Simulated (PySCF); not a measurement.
# How the numerical set-up moves the result for AlSi⁻ (triplet)

The method stays; parts of the set-up, such as the basis or the Hamiltonian, are changed.

Method: each script names its method and basis; program: PySCF 2.14.0.

4 further runs of the same task are left out: 4 that didn't finish.

## 1. The starting structure

AlSi⁻ (triplet): 2 atoms, charge -1, spin multiplicity 3.

Bond lengths: Al1–Si2 2.061 Å.

## 2. Base script

Contents of input.py:

```python
from pyscf import gto, scf, cc

mol = gto.M(
    atom='Al 0 0 0; Si 0 0 2.061',
    basis='sbkjc',
    ecp={'Al': 'sbkjc', 'Si': 'sbkjc'},
    charge=-1,
    spin=2,
    verbose=3,
)
mf = scf.UHF(mol)
mf.kernel()
mycc = cc.CCSD(mf)
mycc.kernel()
mf.dip_moment()
print('orbital energies (hartree):', [e[max(0, n-3):n+3].round(4) for e, n in zip(mf.mo_energy, mol.nelec)])
```

Started as:

```sh
$ python input.py
```

Its log is not repeated here.

It gives: E(SCF) = -5.555453 Eh, E(CCSD) − E(SCF) = -0.07766 Eh, ⟨S²⟩ = 2.203.

The bond length is a typed value, not an optimised one. The dipole of an ion depends on the origin. The triplet is typed in the script; nothing here shows that it is the ground state.

## 3. Cartesian functions on

Variant 1 changes Cartesian functions: off → on.

Contents of input.py:

```python
from pyscf import gto, scf, cc

mol = gto.M(
    atom='Al 0 0 0; Si 0 0 2.061',
    basis='sbkjc',
    ecp={'Al': 'sbkjc', 'Si': 'sbkjc'},
    charge=-1,
    spin=2,
    cart=True,
    verbose=3,
)
mf = scf.UHF(mol)
mf.kernel()
mycc = cc.CCSD(mf)
mycc.kernel()
mf.dip_moment()
print('orbital energies (hartree):', [e[max(0, n-3):n+3].round(4) for e, n in zip(mf.mo_energy, mol.nelec)])
```

Started as:

```sh
$ python input.py
```

## 4. Cc-pvdz (core potential off)

Variant 2 changes basis set: sbkjc → cc-pvdz; core potential: on → off. The core potential changes with it: totals don't compare.

input.py: that of step 2 with these lines changed.

```diff
@@ -4,4 +4,3 @@
     atom='Al 0 0 0; Si 0 0 2.061',
-    basis='sbkjc',
-    ecp={'Al': 'sbkjc', 'Si': 'sbkjc'},
+    basis='cc-pvdz',
     charge=-1,
```

Before running it: what results should come out? Wanted: for each run, E(SCF); from base; gap, α spin; after the SCF.

**Answer**, as computed:

```csv
run,E(SCF) (hartree),from base (eV),"gap, α spin (eV)",functions,after the SCF
base,-5.555453,0,n/a,16,CCSD correlation -2.113 eV
Cartesian functions on,-5.555453,0.0000,n/a,n/a,CCSD correlation -2.113 eV
cc-pvdz (core potential off),-530.756467,not comparable,8.28,36,CCSD correlation -4.502 eV
```

What this shows: With Cartesian functions on the SCF ends at the base energy.
